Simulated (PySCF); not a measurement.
Ethynyl isothiocyanate, C3HNS.
Structure used (PBE0-D3(BJ)/def2-SVP), in Å, numbered top down from 1:
```xyz
6
C3HNS angstrom
C     -0.9829    1.6281    0.4999
C     -0.3662    0.6060    0.2678
N      0.2885   -0.4798    0.0192
C      0.8953   -1.4830   -0.2096
S      1.6924   -2.8013   -0.5102
H     -1.5272    2.5301    0.7059
```

Method used: TDDFT B3LYP/def2-SVPD, vertical, gas phase, core orbitals frozen in the response in PySCF 2.14.0, density-fitted response routines.

Ground-to-excited transition dipoles (e·a0, same axes as the geometry; the sign carries no meaning), for the states with f of 0.002 or more among the lowest 9:

```tsv
state	E (eV)	μx	μy	μz
S7	6.399	0.360	0.124	0.401
S8	6.399	-0.311	-0.277	0.364
S9	6.705	-1.856	3.072	0.701
```

(1) What oscillator strength does each state have?

(2) The point group is C∞v. Which irreducible representation does each state belong to?

(3) What peak molar absorption coefficient would the strongest computed level give as a lone Gaussian band 0.4 eV wide at half height?

## Answers

(1) f = (2/3) ΔE |μ|² with ΔE in hartree (27.2114 eV).

```csv
state,|μ|² (au),|μ| (D),f
S7,0.306,1.41,0.048
S8,0.306,1.41,0.048
S9,13.376,9.30,2.197
```

(2) From a totally symmetric ground state, an allowed state transforms like the component of the dipole operator along its μ. Polarised along the molecular axis, so Σ+: S9. Polarised across the molecular axis, so Π: S7 and S8.

(3) ε(max) = 2.175×10⁸ f / FWHM, with the width in cm⁻¹. S9: 2.175×10⁸ × 2.1974 / 3226 ≈ 150000 L mol⁻¹ cm⁻¹.

S7/S8 coincide within about 0.01 eV; within a degenerate level the directions of the single components are arbitrary.

All these states lie below the vertical ionisation energy of 9.33 eV (ΔSCF).
